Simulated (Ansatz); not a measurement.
# CH2BN (SMILES BC#N) at CCSD/STO-3G

Aim: the vertical ionisation energy of CH2BN at CCSD/STO-3G, from 2 runs. 

The calculation is run with Ansatz 0.2.0.

73 further runs of the same task are left out: 73 set aside as unsound or not needed.

## (1) The molecule

CH2BN has 5 atoms, charge 0, and is taken as a singlet. SMILES: `BC#N`. The shape is that of a PBE0-D4/def2-TZVP optimisation.

Bond lengths: B1–C2 1.522 Å, C2–N3 1.154 Å, B1–H4 1.189 Å, B1–H5 1.189 Å. Angles: B1–C2–N3 180.0°, C2–B1–H4 118.9°, C2–B1–H5 118.9°, H4–B1–H5 122.2°.

## (2) A single-point energy at CCSD/STO-3G

Input file job.yaml:

```yaml
crystal:
  periodic: [false, false, false]
  atoms:
    - {symbol: B, position_ang: [-0.219200, 0.441300, -0.341900]}
    - {symbol: C, position_ang: [0.352700, -0.696700, 0.490700]}
    - {symbol: N, position_ang: [0.786500, -1.559600, 1.122200]}
    - {symbol: H, position_ang: [-0.744300, 0.187400, -1.377600]}
    - {symbol: H, position_ang: [-0.125900, 1.554000, 0.065300]}
basis:
  gaussian:
    orbitals: STO-3G
correlation:
  method: ccsd
  frozen_orbitals: {B: 1, C: 1, H: 0, "N": 1}
accuracy: high
scf:
  omitted_lower_state_checks: [cluster_reference, increment]
```

Launch:

```sh
ansatz run job.yaml --threads 1 --pin off --max-ram 2610MiB --events-out events.jsonl --progress --plain --runs-dir runs
```

Log, shortened:

```text
Warning: RAYON_NUM_THREADS=1 ignored (pool sized by the plan → 1); use --threads N
Functional definition: HF
  name "HF"
[...]
296 factors; integrals over basis functions are off by at most 8.1e-9 eV
[...]
mean field -3173.98967783 eV, -116.6419692528 hartree, gradient 3.8e-8 eV, S^2 0.000000; 0 other end points of the search recorded, 0 dependent functions left out
3 core orbitals not correlated: weight in the atoms' cores, before any rotation towards them, 1.000 or more for the frozen orbitals, at most 0.000 for the correlated occupied ones
reference -3173.98967783 eV, -116.6419692528 hartree; 7, 7 occupied and 7, 7 virtual orbitals, 296 factors
second order -4.90113160 eV of doubles, -0.00000000 eV of singles
cycle   1  -5.03211608 eV  change   -1.3e-1 eV  update   6.4e-2
[...]
cycle  24  -5.35872821 eV  change   2.4e-10 eV  update  2.2e-10
Total energy: -3179.34840604 eV, -116.8388988823 hartree
Checks for a lower state left out: cluster_reference, increment
```

Run time: 0.16 s. Hardware: 1 thread of Arm Neoverse V1, shared host.

## (3) The doublet cation at the same level

Input file in.yaml:

```yaml
crystal:
  periodic: [false, false, false]
  atoms:
    - {symbol: B, position_ang: [-0.219200, 0.441300, -0.341900]}
    - {symbol: C, position_ang: [0.352700, -0.696700, 0.490700]}
    - {symbol: "N", position_ang: [0.786500, -1.559600, 1.122200]}
    - {symbol: H, position_ang: [-0.744300, 0.187400, -1.377600]}
    - {symbol: H, position_ang: [-0.125900, 1.554000, 0.065300]}
basis:
  gaussian: {orbitals: STO-3G}
total_charge: 1
magnetization: {spin_polarized: true, initial_magnetization: 1}
correlation: {method: ccsd, frozen_orbitals: {B: 1, C: 1, H: 0, "N": 1}}
accuracy: high
scf: {omitted_lower_state_checks: [cluster_reference, increment]}
```

Launch:

```sh
ansatz run in.yaml --threads 1 --pin off --max-ram 2610MiB --events-out events.jsonl --progress --plain --runs-dir runs
```

Log, shortened:

```text
Warning: RAYON_NUM_THREADS=1 ignored (pool sized by the plan → 1); use --threads N
[... 2 set-up lines as earlier in the session ...]
[...]
296 factors; integrals over basis functions are off by at most 8.1e-9 eV
[...]
mean field -3163.73315820 eV, -116.2650491086 hartree, gradient 1.5e-8 eV, S^2 1.134934; 16 other end points of the search recorded, 0 dependent functions left out
3 core orbitals not correlated: weight in the atoms' cores, before any rotation towards them, 1.000 or more for the frozen orbitals, at most 0.000 for the correlated occupied ones
reference -3163.73315820 eV, -116.2650491086 hartree; 7, 6 occupied and 7, 8 virtual orbitals, 296 factors
second order -3.46178893 eV of doubles, -0.00000000 eV of singles
cycle   1  -3.93095580 eV  change   -4.7e-1 eV  update   9.9e-2
[...]
cycle  35  -4.83799721 eV  change   -1.5e-9 eV  update   1.2e-9
Total energy: -3168.57115541 eV, -116.4428422268 hartree
Checks for a lower state left out: cluster_reference, increment
```

Wall time 0.44 s (1 thread of Arm Neoverse V1, shared host).

## (4) What came out

At CCSD/STO-3G, 3 core orbitals frozen:

```
                                                   quantity          value
                                singlet CH2BN: total energy  -116.83890 Eh
 singlet CH2BN: correlation energy (3 core orbitals frozen)     -196.9 mEh
                               singlet CH2BN: T1 diagnostic          0.009
                               doublet cation: total energy  -116.44284 Eh
doublet cation: correlation energy (3 core orbitals frozen)     -177.8 mEh
          doublet cation: ⟨S²⟩ of the reference determinant          1.135
                              doublet cation: T1 diagnostic          0.057
         vertical ionisation energy (to the doublet cation)      10.777 eV
```

The vertical ionisation energy comes to 10.78 eV (249 kcal/mol). In a minimal basis such a difference can be off by several eV, whatever the method. ⟨S²⟩ (doublet cation) is 1.13 where a pure doublet has 0.75: the reference is spin-contaminated. The T1 diagnostic (doublet cation) of 0.057 is above the customary mark for such species, so a single reference may not serve.
